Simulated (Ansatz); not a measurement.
**AlC2+ (triplet): wave-function methods side by side, def2-QZVPP**

The task here is to estimate one member of a computed series from the others.

The runs use Ansatz 0.2.0, Gaussian basis; def2-QZVPP, core rule «outside noble gas», up to 7 orbitals frozen.

To be run: UHF; ROHF; CCSD(T) on UHF.

## The geometry

The geometry is a PBE0/def2-TZVP stationary point (not a proven minimum) of the parent state, kept for this charge and spin.

3 atoms, charge 1, spin multiplicity 3.

Atoms are counted from 1 here; the program's logs count them from 0.

Bond lengths: C1–Al2 1.931 Å, Al2–C3 1.931 Å. Angles: C1–Al2–C3 180.0°.

The first run:

in.yaml reads:

```yaml
crystal:
  periodic: [false, false, false]
  atoms:
    - {symbol: C, position_ang: [0.000000, 0.000000, 1.931400]}
    - {symbol: Al, position_ang: [0.000000, 0.000000, 0.000000]}
    - {symbol: C, position_ang: [0.000000, 0.000000, -1.931400]}
basis:
  gaussian: {orbitals: "def2-QZVPP.json"}
total_charge: 1
magnetization: {spin_polarized: true, initial_magnetization: 2}
hamiltonian: {xc: hf}
output: {orbitals: {seedname: orbitals}}
```

Started as:

```console
> ansatz run in.yaml --threads 1 --pin off --events-out ev --progress --plain --max-ram 2393MiB
```

Steps of the session up to this table: UHF; ROHF; CCSD(T) on UHF.

One table of the session follows, with a row left open; its other results are not shown here.

It belongs to the step «Misses and costs». 

| method | from UCCSD(T) (kJ/mol) |
| --- | --- |
| ROHF | +887.2 |
| UHF | +652.1 |
| UMP2 | +142.8 |
| UCCSD | ? |
| UCCSD(T) | 0 |

**Question.** Estimate the row for UCCSD.

As computed: from UCCSD(T) (kJ/mol): +33.8. In the column «from UCCSD(T) (kJ/mol)» it lies between UCCSD(T) (0) and UMP2 (+142.8).

The program flags UCCSD(T) as in doubt (see the logs), so the zero of the table is itself unsure.

Caveats from the session: The determinant of HF (⟨S²⟩ 3.81) is far from a pure spin state, so its energy mixes those of several spin states; that is harmless only where they are near-degenerate. The determinant of CCSD(T) (⟨S²⟩ 3.81) is far from a pure spin state, so its energy mixes those of several spin states; high orders of coupled cluster remove much of that, low ones don't. The program flags UCCSD(T) as in doubt, so the zero of the table is itself unsure.
